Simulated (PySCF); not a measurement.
Compound: 2-propynal, C₃H₂O.
Bonds: C1–C2 (triple), C2–C3, C3–O4 (double). Hydrogens: H5 on C1; H6 on C3.

The same species was optimised twice, with GFN2-xTB and with PBE0-D3(BJ)/def2-SVP (PySCF), and the same property calculations (PySCF, gas phase) were run on both structures.

| coordinate | GFN2-xTB | PBE0-D3(BJ)/def2-SVP | change |
| --- | --- | --- | --- |
| C1–H5 (Å) | 1.051 | 1.076 | +0.025 |
| C2–C3 (Å) | 1.431 | 1.451 | +0.020 |
| C1≡C2 (Å) | 1.202 | 1.213 | +0.011 |
| C3–H6 (Å) | 1.109 | 1.117 | +0.008 |
| C3=O4 (Å) | 1.200 | 1.204 | +0.004 |
| C1–C2–C3 (°) | 179.9 | 177.8 | -2.1 |
| C2–C3–H6 (°) | 112.2 | 114.1 | +1.9 |
| C2–C3–O4 (°) | 125.6 | 124.1 | -1.5 |
| O4–C3–H6 (°) | 122.2 | 121.8 | -0.4 |
| C2–C1–H5 (°) | 179.4 | 179.2 | -0.2 |

Rotational constants: A = 69273, B = 4882, C = 4561 MHz (GFN2-xTB) against A = 68459, B = 4802, C = 4487 MHz (PBE0-D3(BJ)/def2-SVP). Point groups within 0.08 Å: Cs and Cs.

On the GFN2-xTB structure: HOMO (eV) -8.18 [PBE0/pcSseg-1]; LUMO (eV) -2.16 [PBE0/pcSseg-1]; dipole (D) 2.98 [PBE0/pcSseg-1]; GIAO shielding of C1 (ppm) 94.8 [PBE0/pcSseg-1]; GIAO shielding of C2 (ppm) 102.2 [PBE0/pcSseg-1]; GIAO shielding of C3 (ppm) 5.8 [PBE0/pcSseg-1]; GIAO shielding of O4 (ppm) -424.9 [PBE0/pcSseg-1].

Question: What do these properties become on the PBE0-D3(BJ)/def2-SVP structure?

Answer: 
```csv
property,level,on GFN2-xTB,on PBE0-D3(BJ)/def2-SVP,change
HOMO (eV),PBE0/pcSseg-1,-8.18,-8.21,-0.03
LUMO (eV),PBE0/pcSseg-1,-2.16,-2.16,0.00
dipole (D),PBE0/pcSseg-1,2.98,2.96,-0.02
"energy, GFN2-xTB geometry as zero (kcal/mol)",PBE0/pcSseg-1,0.0,-0.3,-0.3
GIAO shielding of C1 (ppm),PBE0/pcSseg-1,94.8,95.1,+0.3
GIAO shielding of C2 (ppm),PBE0/pcSseg-1,102.2,100.8,-1.4
GIAO shielding of C3 (ppm),PBE0/pcSseg-1,5.8,5.3,-0.5
GIAO shielding of O4 (ppm),PBE0/pcSseg-1,-424.9,-428.2,-3.3
```

The heavy atoms differ by 0.016 Å rms after alignment. Among all bonds C1–H5 changes most (+0.025 Å). Changes are differences of the printed values. Neither structure is proved a minimum here.
